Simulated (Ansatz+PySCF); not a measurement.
The numbers below are computed, except where a source is named.
A run of PySCF 2.14.0 on doublet LiF(+) at this shape:

| atom | x (Å) | y (Å) | z (Å) |
| --- | --- | --- | --- |
| Li | 0.0000 | 0.0000 | -1.0194 |
| F | 0.0000 | 0.0000 | 1.0194 |

Its results:

| Item | Value |
| --- | --- |
| Converged | yes |
| Reference energy | -106.65165 hartree |
| Correlation energy | -0.23789 hartree |
| Total energy | -106.88954 hartree |
| Spin squared of the determinant | 0.754 |

**Question.** Which input gives this output? Name the method, the orbitals and the basis set, and write the input.

**Answer.** UHF-MP2 in cc-pCVTZ on Li; cc-pVTZ on F.

```python
from pyscf import gto, scf, mp

mol = gto.M(atom="""
Li 0.000000 0.000000 -1.019440
F 0.000000 0.000000 1.019440
""", basis={'F': 'cc-pvtz', 'Li': 'cc-pcvtz'}, charge=1, spin=1)
mf = scf.UHF(mol)
mf.kernel()
pt = mp.MP2(mf, frozen=1).run()
print(mf.e_tot, pt.e_corr, pt.e_tot)
```
